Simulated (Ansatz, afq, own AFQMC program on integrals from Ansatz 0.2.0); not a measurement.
Where AFQMC and coupled cluster stand for SiH3O, doublet

```yaml
atoms:
  - { symbol: Si, position_ang: [0.0035, 0.0000, 0.4597] }
  - { symbol: O, position_ang: [-0.0190, 0.0000, -0.9703] }
  - { symbol: H, position_ang: [1.2740, -0.0001, 0.6758] }
  - { symbol: H, position_ang: [-0.5352, 1.0511, 0.9580] }
  - { symbol: H, position_ang: [-0.5354, -1.0510, 0.9580] }
```

Connectivity, by distances: SiH3–O.

Basis cc-pVDZ. Noble-gas cores (and the filled d shells of Ga–Kr and In–Xe) are frozen. AFQMC by an in-house program on the Cholesky factors that Ansatz 0.2.0 writes for its CCSD(T) run. The CISD trial takes its coefficients from CCSD amplitudes. Released means that phaseless walkers are propagated on without the constraint, phases kept. Uncertainties: one standard error, sampling alone.

Determinant: UHF, the one that the program's search chose, which needn't be the lowest solution. The geometry is a point of a scan.

No full CI on the walks' own integrals is used here. The released AFQMC energy serves as the reference, which it does only where one determinant dominates, the energy is flat over the last release times and near the phaseless one (40 meV or 2 meV an electron, half that with transition metals). On small molecules, where full CI could be run and the noise was under 10 meV, such values lay within 10 meV of it in 19 cases of 20, a flattering rate, since the rule was set on those same cases; what remains of the bias isn't in the error bar.

Cautions: the released value is read at 1.62 1/Eh with a noise of 16 meV, more than in the cases checked, later times being too noisy (meV from the phaseless value at times in 1/Eh: -15 ± 15 at 0.24, 5 ± 14 at 0.51, -35 ± 14 at 0.99, -7 ± 16 at 1.62, 1 ± 23 at 2.40).

The T1 diagnostic is 0.0246. The weight of the determinant in the CISD state is 0.893, the ⟨S²⟩ of the determinant is 0.757 and the size of the correlated space is 13 electrons in 41 orbitals.

Reference: AFQMC with the constraint released, correlation energy -7.728 ± 0.016 eV.

```tsv
level	E − E(reference) (mEh)	share of correlation (%)
HF	283.99 ± 0.58	0.00
MP2	41.92 ± 0.58	85.24
CCSD	5.53 ± 0.58	98.05
CCSD(T)	0.79 ± 0.58	99.72
ph-AFQMC/CISD	0.25 ± 0.72	99.91
```

A walk keeps the symmetry of its determinant, which the program's search chose and which needn't be the lowest solution, so a lower state of the same spin and another symmetry isn't excluded. Released energies are given only where the last usable release times agree within the noise; a slower fall can still hide under it.
